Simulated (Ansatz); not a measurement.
# C₂H₃NO: a ladder of functionals and wavefunction methods

One table from this session's results is given with a row withheld; the runs are named, their logs left out.

The runs use Ansatz 0.2.0, Gaussian basis; functionals in def2-TZVPP, the program's frozen cores in correlated methods.

Levels to be run: LDA (SPW92), PBE-D4, revPBE-D4, BLYP-D4, r2SCAN-D4, B97M-V, PBE0-D4, B3LYP-D4, r2SCANh-D4, r2SCAN0-D4, HSE06-D4, BHLYP-D4, CAM-B3LYP-D4, LC-ωPBE, ωB97X-V, ωB97M-V, B2PLYP, PBE-QIDH; CCSD(T)/def2-SVP; CCSD(T)/def2-TZVPP; MP2/def2-QZVPP; extrapolation to the limit; RPA on PBE.

**The relaxed structure**

All runs share one geometry, relaxed beforehand with PBE0-D4 in a triple-zeta def2 set.

7 atoms, charge 0, spin multiplicity 1.

Atoms are counted from 1 here; the program's logs count them from 0.

Bond lengths: C1–C2 1.328 Å, C1–H5 1.082 Å, C1–H6 1.084 Å, C2–N3 1.420 Å, C2–H7 1.088 Å, N3–O4 1.204 Å. Angles: C2–C1–H5 122.1°, C2–C1–H6 119.3°, H5–C1–H6 118.6°, C1–C2–N3 116.9°, C1–C2–H7 125.8°, N3–C2–H7 117.3°, C2–N3–O4 113.9°.

The first run:

in.yaml

```yaml
crystal:
  periodic: [false, false, false]
  atoms:
    - {symbol: C, position_ang: [0.081785, 0.997129, -0.386725]}
    - {symbol: C, position_ang: [-0.095350, -0.104052, 0.334886]}
    - {symbol: N, position_ang: [0.136740, -1.343938, -0.316911]}
    - {symbol: O, position_ang: [-0.039741, -2.304672, 0.387041]}
    - {symbol: H, position_ang: [-0.071844, 1.985744, 0.026468]}
    - {symbol: H, position_ang: [0.390032, 0.909003, -1.422694]}
    - {symbol: H, position_ang: [-0.401633, -0.139212, 1.377934]}
basis:
  gaussian: {orbitals: def2-TZVPP}
hamiltonian: {xc: lda}
output: {orbitals: {seedname: orbitals}}
```

Run with:

```
> ansatz run in.yaml --threads 4 --pin off --events-out ev --progress --plain --max-ram 10444MiB
```

Among the steps run: LDA; PBE-D4 (GGA); revPBE-D4 (GGA); BLYP-D4 (GGA); r2SCAN-D4 (meta-GGA); B97M-V (meta-GGA); B3LYP-D4 (hybrid); r2SCANh-D4 (hybrid); r2SCAN0-D4 (hybrid); HSE06-D4 (hybrid); BHLYP-D4 (hybrid); CAM-B3LYP-D4 (range-separated); LC-ωPBE (range-separated); ωB97X-V (range-separated); ωB97M-V (range-separated); B2PLYP (double hybrid); PBE-QIDH (double hybrid).

One of the session's tables, all rows but one given; the rest of the session is left out.

It belongs to the step «Frontier levels by functional». 

```
  functional  HOMO (eV)  LUMO (eV)  gap (eV)
 LDA (SPW92)      -5.07      -4.18      0.89
      PBE-D4      -4.92      -3.90      1.01
   revPBE-D4      -4.85      -3.80      1.05
     BLYP-D4      -4.87      -3.77      1.10
   r2SCAN-D4      -5.22      -3.78      1.44
      B97M-V      -5.44      -3.62      1.82
     PBE0-D4      -6.65      -2.80      3.85
    B3LYP-D4      -6.42      -3.06      3.36
  r2SCANh-D4      -5.88      -3.36      2.52
  r2SCAN0-D4      -6.88      -2.74      4.14
    HSE06-D4      -6.24      -3.18      3.05
    BHLYP-D4          ?          ?         ?
CAM-B3LYP-D4      -8.23      -1.62      6.61
     LC-ωPBE      -9.57      -0.44      9.13
     ωB97X-V      -9.23      -0.46      8.77
     ωB97M-V      -9.19      -0.49      8.71
```

**Question.** Estimate the row for BHLYP-D4.

Worked estimate for «HOMO (eV)». Against the share of exact exchange, BLYP-D4 (0, -4.87), B3LYP-D4 (0.2, -6.42) give a slope of -7.75 per unit share; at 0.5 the line stands at -8.74.

**Answer.** HOMO (eV): -8.40; LUMO (eV): -1.55; gap (eV): 6.84. In «HOMO (eV)» the line misses by -0.34.
